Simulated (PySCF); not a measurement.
# Stretching OH

Set-up: H x2c-TZVPPall, O x2c-TZVPPall; spin-free X2C with a Gaussian nucleus (PySCF 2.14). Energies in eV from H + O in their ground configurations at the same level. State: ²Π (doublet), unpaired electrons π ↑.

All columns are r²SCAN. A positive dipole means H(−)O(+).

| R (Å) | E (eV) | μ (D) | Mulliken charge on H (basis-dependent) | HOMO (eV) | LUMO (eV) | Mayer bond order | ⟨S²⟩ |
| --- | --- | --- | --- | --- | --- | --- | --- |
| 0.835 | -4.036 | -1.63 | 0.15 | -7.78 | -5.43 | 1.09 | 0.75 |
| 0.874 | -4.378 | -1.65 | 0.17 | -7.72 | -5.37 | 1.06 | 0.75 |
| 0.913 | -4.577 | -1.67 | 0.20 | -7.67 | -5.32 | 1.04 | 0.75 |
| 0.942 | -4.653 | -1.68 | 0.21 | -7.63 | -5.28 | 1.03 | 0.75 |
| 0.971 | -4.679 | -1.69 | 0.22 | -7.59 | -5.24 | 1.01 | 0.75 |
| 1.000 | -4.662 | -1.70 | 0.23 | -7.55 | -5.20 | 1.00 | 0.75 |
| 1.039 | -4.589 | -1.72 | 0.24 | -7.50 | -5.16 | 0.99 | 0.75 |
| 1.087 | -4.434 | -1.73 | 0.25 | -7.45 | -5.11 | 0.98 | 0.75 |
| 1.146 | -4.184 | -1.75 | 0.25 | -7.39 | -5.05 | 0.98 | 0.75 |
| 1.224 | -3.784 | -1.77 | 0.25 | -7.32 | -4.98 | 0.97 | 0.76 |

A fit through these points gives, at Re = 0.973 Å, μ = -1.69 D and dμ/dR = -0.414 D/Å; the reduced mass is 0.9481 u.

How strong is the fundamental in the double-harmonic approximation, I = 42.26·(dμ/dR)²/μred km/mol?

I = 42.26·(-0.414)²/0.9481 = 7.64 km/mol at r²SCAN.

The state was picked by a PBE0 search and need not be the measured ground state.
